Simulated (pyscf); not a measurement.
`[SiH3][SiH3]` + `[H]` [doublet] → `[SiH4]` + `[SiH3]` [doublet] (substitution at Si; doublet surface; Si–Si broken, H–Si formed). Optimised with ωB97X-D3(BJ)/def2-SVP in PySCF. Correlated levels are frozen-core, on RHF or UHF. ΔMP2 is the change of the MP2 total energy from the triple- to the quadruple-zeta basis. Energies in kcal/mol from the separated reactants.

| level | barrier | reaction energy |
|---|---|---|
| ωB97X-D3(BJ)/def2-TZVP | 4.8 | -12.1 |
| r²SCAN/def2-TZVP | -2.5 | -18.6 |
| B3LYP-D3(BJ)/def2-TZVP | ___ | -19.2 |
| M06-2X/def2-TZVP | 4.2 | -18.7 |
| MP2/def2-QZVPP | 8.8 | -15.4 |
| CCSD(T)/def2-TZVPP | 5.9 | -18.4 |
| CCSD(T)/def2-TZVPP + ΔMP2(QZVPP) | ___ | ___ |

Q: Complete the blanks.

A: 
- B3LYP-D3(BJ)/def2-TZVP, barrier: 0.2
- CCSD(T)/def2-TZVPP + ΔMP2(QZVPP), barrier: 5.4
- CCSD(T)/def2-TZVPP + ΔMP2(QZVPP), reaction energy: -17.8

Of the functionals in the table, ωB97X-D3(BJ) is closest to CCSD(T)/def2-TZVPP + ΔMP2(QZVPP) in the barrier (0.6 kcal/mol apart) and r²SCAN least close (7.9 kcal/mol); that level has limits of its own. At r²SCAN this geometry lies under the reactants; that is no barrier but a single point on another level's saddle; such a level's own saddle, if it has one, lies nearer that side and is low. One saddle was located; it need not be the lowest between these sides. The angle at the attacked Si is 180°. The CCSD(T) − MP2 part came from Ansatz, without density fitting, on the same reference.
